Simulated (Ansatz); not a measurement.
**SiH3+ (triplet): wave-function methods side by side, def2-TZVPP**

The task here is to estimate one member of a computed series from the others.

Computed with Ansatz 0.2.0, Gaussian basis. Level: def2-TZVPP, core rule «outside noble gas», up to 5 orbitals frozen.

The runs, in order: UHF; ROHF; CCSD(T) on UHF.

2 further runs of the same task are left out: 2 set aside as unsound or not needed.

## The geometry

The geometry is a PBE0/def2-TZVP stationary point (not a proven minimum) of the parent state, kept for this charge and spin.

4 atoms, charge 1, spin multiplicity 3.

Atoms are counted from 1 here; the program's logs count them from 0.

Bond lengths: Si1–H2 1.486 Å, Si1–H3 1.486 Å, Si1–H4 1.486 Å. Angles: H2–Si1–H3 111.3°, H2–Si1–H4 111.3°, H3–Si1–H4 111.3°.

Set-up of the first run:

The input, in.yaml:

```yaml
crystal:
  periodic: [false, false, false]
  atoms:
    - {symbol: Si, position_ang: [0.000090, -0.000062, -0.043737]}
    - {symbol: H, position_ang: [1.415348, 0.014593, 0.409118]}
    - {symbol: H, position_ang: [-0.721058, 1.220018, 0.403029]}
    - {symbol: H, position_ang: [-0.696788, -1.232882, 0.406559]}
basis:
  gaussian: {orbitals: def2-TZVPP}
total_charge: 1
magnetization: {spin_polarized: true, initial_magnetization: 2}
hamiltonian: {xc: hf}
output: {orbitals: {seedname: orbitals}}
```

Run with:

```
$ ansatz run in.yaml --threads 1 --pin off --events-out ev --progress --plain --max-ram 4096MiB --backend cpu
```

Steps of the session up to this table: UHF; ROHF; CCSD(T) on UHF.

One of the session's tables, all rows but one given; the rest of the session is left out.

| method | from UCCSD(T) (meV) |
| --- | --- |
| ROHF | +3334.9 |
| UHF | ? |
| UMP2 | +849.3 |
| UCCSD | +96.2 |
| UCCSD(T) | 0 |

Estimate the missing values for UHF.

As computed: from UCCSD(T) (meV): +3245.1. In the column «from UCCSD(T) (meV)» it lies between UMP2 (+849.3) and ROHF (+3334.9).

Limits of these values: Warnings: coupled cluster took another determinant than the lowest.
